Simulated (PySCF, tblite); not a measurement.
# CH4ClSi radical: geometry, infrared bands and EPR parameters

Wanted: the infrared bands and EPR parameters of CH4ClSi radical (`[SiH3][CH]Cl`), by calculation.

Computed with tblite 0.8.0 and PySCF 2.14.0, with density-fitted response routines of our own, on a single molecule in the gas phase. Atoms count from 0, in the outputs and in this text.

**1. Starting geometry**

7 atoms, charge 0, multiplicity 2; geometry from: force field or distance geometry start.

Bonds of the start (Å): Si0–C1 1.83, C1–Cl2 1.75, Si0–H3 1.47, Si0–H4 1.48, Si0–H5 1.46, C1–H6 1.09.

**2. Relaxing the molecule with GFN2-xTB**

Job settings and geometry (Å):

```
{"job": {"kind": "relax", "xc": "GFN2-xTB", "basis": "xTB"}, "charge": 0, "multiplicity": 2}
Si    -0.743200    -0.041300     0.007300
C      1.044400    -0.280300     0.316500
Cl     1.907500     1.210800     0.004800
H     -1.405500     0.219300     1.289700
H     -0.909200     1.197400    -0.784800
H     -1.375100    -1.113200    -0.753800
H      1.484400    -1.187900    -0.106800
```

Command:

```console
$ OMP_NUM_THREADS=1 python probes_run.py task.json out
```

This one command runs all jobs of the session in turn.

Log:

```text
step      E/eV     max force
  0    -282.16533    1.527
  1    -282.22922    0.834
  2    -282.28569    1.010
  3    -282.32973    1.058
  4    -282.38756    0.649
  5    -282.40489    0.336
  6    -282.41497    0.441
  7    -282.42851    0.589
  8    -282.44325    0.529
  9    -282.45514    0.341
 10    -282.46253    0.253
 11    -282.46678    0.217
 12    -282.46937    0.192
 13    -282.47113    0.125
 14    -282.47206    0.105
 15    -282.47310    0.135
 16    -282.47476    0.218
 17    -282.47652    0.214
 18    -282.47752    0.107
 19    -282.47786    0.055
 20    -282.47804    0.051
 21    -282.47830    0.078
 22    -282.47870    0.085
 23    -282.47895    0.049
 24    -282.47904    0.019
 25    -282.47907    0.015
 26    -282.47909    0.014
 27    -282.47911    0.018
 28    -282.47916    0.028
 29    -282.47925    0.044
 30    -282.47941    0.060
 31    -282.47960    0.055
 32    -282.47975    0.037
 33    -282.47987    0.041
 34    -282.48003    0.058
 35    -282.48031    0.085
 36    -282.48080    0.122
 37    -282.48140    0.120
 38    -282.48201    0.067
 39    -282.48248    0.060
 40    -282.48281    0.069
 41    -282.48296    0.119
 42    -282.48335    0.051
 43    -282.48364    0.039
 44    -282.48401    0.051
 45    -282.48415    0.037
 46    -282.48424    0.046
 47    -282.48438    0.038
 48    -282.48450    0.039
 49    -282.48469    0.042
 50    -282.48478    0.026
 51    -282.48484    0.032
 52    -282.48490    0.031
 53    -282.48498    0.033
 54    -282.48510    0.040
 55    -282.48519    0.026
 56    -282.48521    0.008
```

Wall time 0.15 s (1 thread of Arm Neoverse V2, shared host).

Relaxation path: (not every step is listed)

```csv
step,energy from step 0 (eV),largest force (eV/Å)
0,0.0000,1.5275
1,-0.0639,0.8341
2,-0.1204,1.0096
3,-0.1644,1.0582
4,-0.2222,0.6491
5,-0.2396,0.3360
6,-0.2496,0.4406
7,-0.2632,0.5894
8,-0.2779,0.5288
12,-0.3040,0.1924
16,-0.3094,0.2185
20,-0.3127,0.0513
24,-0.3137,0.0191
28,-0.3138,0.0275
32,-0.3144,0.0372
36,-0.3155,0.1218
40,-0.3175,0.0691
44,-0.3187,0.0511
48,-0.3192,0.0392
51,-0.3195,0.0315
52,-0.3196,0.0308
53,-0.3197,0.0334
54,-0.3198,0.0396
55,-0.3199,0.0262
56,-0.3199,0.0080
```

Close pairs (by a distance rule), those that changed most:

```csv
bond,before (Å),after (Å),change (Å)
C1–Cl2,1.751,1.691,-0.060
Si0–C1,1.830,1.858,+0.028
C1–H6,1.094,1.079,-0.015
Si0–H4,1.480,1.466,-0.013
Si0–H5,1.459,1.461,+0.002
Si0–H3,1.467,1.467,+0.000
```

The next job starts from the end point, and lists it.

**3. Infrared spectrum with GFN2-xTB**

Job settings and geometry (Å):

```
{"job": {"kind": "ir", "xc": "GFN2-xTB", "basis": "xTB"}, "charge": 0, "multiplicity": 2}
Si    -0.811406     0.032945    -0.046675
C      1.030449    -0.206269    -0.007601
Cl     2.075424     1.029319     0.483336
H     -1.310020     0.367838     1.291650
H     -1.164232     1.129749    -0.953899
H     -1.364871    -1.236040    -0.512893
H      1.547989    -1.112638    -0.280996
```

Log:

```text
mode    cm-1     km/mol
  1      71.3      2.73
  2     198.3      0.30
  3     325.1     39.76
  4     518.4     54.33
  5     525.6     48.05
  6     696.5     37.60
  7     754.9    162.39
  8     784.1    439.37
  9     808.2    166.37
 10     930.2     33.03
 11    1192.3      0.72
 12    2214.0    309.86
 13    2237.6    146.80
 14    2283.4    306.85
 15    3059.7      7.97
```

It took 0.08 s on 1 thread of Arm Neoverse V2, shared host.

Which atoms move in the most intense modes:

```csv
cm⁻¹,km/mol,atoms
518,54.3,"H4 44 %, H3 41 %"
526,48.0,"H5 53 %, Si0 14 %, H3 12 %"
755,162.4,"H5 61 %, H4 17 %, H3 17 %"
784,439.4,"H5 38 %, H3 25 %, H4 25 %, Si0 10 %"
808,166.4,"H3 48 %, H4 48 %"
2214,309.9,"H3 56 %, H4 40 %"
2238,146.8,"H4 57 %, H3 41 %"
2283,306.9,H5 97 %
```

**4. EPR parameters: B3LYP/pcH-1**

The job, as its differences from that of step 3:

```diff
@@ -1,2 +1,2 @@
-{"job": {"kind": "ir", "xc": "GFN2-xTB", "basis": "xTB"}, "charge": 0, "multiplicity": 2}
+{"job": {"kind": "epr", "basis": "pcH-1"}, "charge": 0, "multiplicity": 2}
 Si    -0.811406     0.032945    -0.046675
```

With the program's defaults for keys left out, this is: UKS B3LYP, pcH-1 on C Cl H Si, non-relativistic, mean-field spin-orbit, GIAO.

Log:

```text
UKS, coarse grid
  cycle   1  E = -790.15412692  |g| = 1.75e-01
  cycle   2  E = -790.16057316  |g| = 6.67e-02
  cycle   3  E = -790.16191899  |g| = 2.62e-02
  cycle   4  E = -790.16218459  |g| = 5.34e-03
  cycle   5  E = -790.16220567  |g| = 1.99e-03
  cycle   6  E = -790.16220931  |g| = 6.65e-04
UKS, final grid
  cycle   1  E = -790.16219833  |g| = 7.90e-04
  cycle   2  E = -790.16219789  |g| = 1.23e-03
  cycle   3  E = -790.16219868  |g| = 8.14e-05
  cycle   4  E = -790.16219869  |g| = 3.22e-05
  cycle   5  E = -790.16219869  |g| = 9.82e-06
E = -790.16219869 Eh   <S^2> = 0.7539 (exact 0.7500)
g shifts (ppm)      1          2          3
  rmc          -163       -163       -163
  gc             -4         37         33
  oz_so        -489       8212       8671
  total        -656       8086       8540
hyperfine (MHz)  atom isotope    a_iso     a_fc   dipolar eigenvalues
    0  29Si      42.57      42.62     -2.45     -0.54      2.99
    1   13C      90.27      89.63    -74.89    -73.96    148.85
    2  35Cl       6.06       6.02    -34.73    -25.59     60.32
    3    1H      57.51      57.51     -3.12     -1.94      5.06
    4    1H      57.49      57.49     -3.12     -1.94      5.06
    5    1H      -2.55      -2.55     -3.50     -2.72      6.22
    6    1H     -57.17     -57.34    -34.62     -1.47     36.10
```

Run time: 11 s. Hardware: 1 thread of Arm Neoverse V2, shared host; peak memory 0.44 GiB.

Principal g values 2.00166, 2.01041, 2.01086; g(iso) = 2.00764, against 2.00232 for a free electron.

Mean a(iso) over the nuclei that a row names, and the largest dipolar term of the row (other rows stand at the frozen geometry):

```csv
nuclei,isotope,a(iso) (MHz),"a(iso) (G, at g = 2.0023)",largest dipolar term (MHz)
C1,13C,90.3,32.2,148.8
H6,1H,-57.2,-20.4,36.1
Si0,29Si,42.6,15.2,3.0
"H3, H4, H5",1H,37.5,13.4,6.2
Cl2,35Cl,6.1,2.2,60.3
```

Mulliken spin populations:

```csv
atom,value (e)
Si0,-0.03
C1,0.90
Cl2,0.11
H3,0.03
H4,0.03
H5,0.00
H6,-0.04
```

In first order the couplings over 0.8 MHz of 1H, 35Cl give 32 distinct lines over 67.0 G, if the averaged nuclei exchange fast; the same motion can average rows kept apart here too.

The fields below are evaluated on a grid from the run's orbitals.

ELF in a plane through or near 5 of the atoms.

Ten even steps from '0' (0.00) to '9' (1.00):
```
0000000000000000000000000000
0000000000000000000000000000
0000000000000000122100000000
0000000001000001688640000000
0000000478630004999995100000
0000002999981006999998400000
0000002999992017999998400000
0000000699985435999996200000
0000000269746741379983100000
0002343233367915831320000000
0024788778438916840110000000
0035898227745510013210000000
0035895755631211244210000000
0013787117850012332100000000
0001457889860000110000000000
0000124788750000000000000000
0000001344320000000000000000
0000000112100000000000000000
0000000000000000000000000000
0000000000000000000000000000
```
The map spans 9.4 Å across and 7.8 Å up, centred on the molecule. Atoms in the plane (x, y in Å): Si0 (0.8, 0.0), C1 (-1.0, 0.2), Cl2 (-2.1, -1.1), H5 (1.4, 1.3), H6 (-1.5, 1.2).

On the surface of density 0.002 e/bohr³ the electrostatic potential runs, from the 1st to the 99th percentile, from -0.33 V near Cl2 to 1.17 V near H6.

The spin density lies nearest to C1 65 %; Cl2 16 %; H6 9 %.

**5. Results**

```
                                                                  quantity                 value
                                 strongest single infrared mode (GFN2-xTB)  784 cm⁻¹, 439 km/mol
                                              zero-point energy (GFN2-xTB)         23.7 kcal/mol
                                                            g(iso) (B3LYP)               2.00764
                                                                      ⟨S²⟩    0.754 (exact 0.75)
                                        largest a(iso) (averaged by class)   13C on C1, 90.3 MHz
potential on the surface of density 0.002 e/bohr³, 1st and 99th percentile    -0.33 V and 1.17 V
```

**Reading.** Relaxing lowered the energy by 0.320 eV in 56 steps; the close pair that moved most is C1–Cl2, from 1.751 to 1.691 Å. No mode is imaginary among the 15: a minimum at this level. The strongest single mode, at 784 cm⁻¹, moves mainly H5, H3 and H4. GFN2-xTB is a fitted tight-binding method: band positions and strengths are rough. Its intensities can rank the bands wrongly. C1 carries the largest spin population, 0.90 e. The isotropic g lies 5.3 ppt above the free-electron value. The conformer search found further structures of the same energy, which may be mirror or relabelled copies of this one.
